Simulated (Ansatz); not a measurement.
# CH2OS (SMILES O=CS): one structure at several levels

The task here is to estimate one member of a computed series from the others.

Program: Ansatz 0.2.0, Gaussian basis. Level of theory: single points in def2-TZVPP. These are calculated values, not measurements.

Correlated methods freeze the cores.

### The system as given

SMILES `O=CS`, 5 atoms, charge 0, spin multiplicity 1.

Atoms are counted from 1 here; the program's logs count them from 0.

Bond lengths: O1–C2 1.221 Å, C2–S3 1.811 Å, C2–H4 1.096 Å, S3–H5 1.327 Å. Angles: O1–C2–S3 126.3°, O1–C2–H4 123.4°, S3–C2–H4 110.3°, C2–S3–H5 95.8°.

As a file:

```mol
CH2OS
  3D, bonds by distance, orders not assigned

  5  4  0  0  0  0  0  0  0  0999 V2000
   -0.7394   -0.6273    1.0866 O   0  0
   -0.4443   -0.3875   -0.0742 C   0  0
    0.8563    0.7396   -0.6376 S   0  0
   -0.9292   -0.8678   -0.9313 H   0  0
    1.4009    0.9255    0.5577 H   0  0
  1  2  8  0
  2  3  8  0
  2  4  8  0
  3  5  8  0
M  END
```

The first run:

run/in.yaml reads:

```yaml
crystal:
  periodic: [false, false, false]
  atoms:
    - {symbol: O, position_ang: [-0.739351, -0.627257, 1.086567]}
    - {symbol: C, position_ang: [-0.444331, -0.387469, -0.074199]}
    - {symbol: S, position_ang: [0.856271, 0.739620, -0.637605]}
    - {symbol: H, position_ang: [-0.929248, -0.867797, -0.931292]}
    - {symbol: H, position_ang: [1.400856, 0.925515, 0.557664]}
basis:
  gaussian: {orbitals: def2-TZVPP}
hamiltonian: {xc: pbe, dispersion: d4}
output: {forces: true}
```

Launch:

```console
$ ansatz run in.yaml --threads 2 --pin off --events-out ev --progress --plain --max-ram 3481MiB
```

Steps of the session up to this table: PBE-D4/def2-TZVPP; r2SCAN-D4/def2-TZVPP; PBE0-D4/def2-TZVPP; wB97M-V/def2-TZVPP; CCSD(T)/def2-TZVPP.

One table of the session follows, with a row left open; its other results are not shown here.

```
   method  RMS force component (eV/Å)  angle to CCSD(T) forces (°)  dipole (D)
   PBE-D4                       0.586                         20.3        1.53
r2SCAN-D4                       0.741                          5.6        1.58
  PBE0-D4                       0.900                          4.9        1.63
  wB97M-V                           ?                            ?           ?
  CCSD(T)                       0.559                    reference        1.52
```

**Question.** Estimate the row for wB97M-V.

The run gave: RMS force component (eV/Å): 0.848; angle to CCSD(T) forces (°): 6.6; dipole (D): 1.67. In the column «RMS force component (eV/Å)» it lies between r2SCAN-D4 (0.741) and PBE0-D4 (0.900).
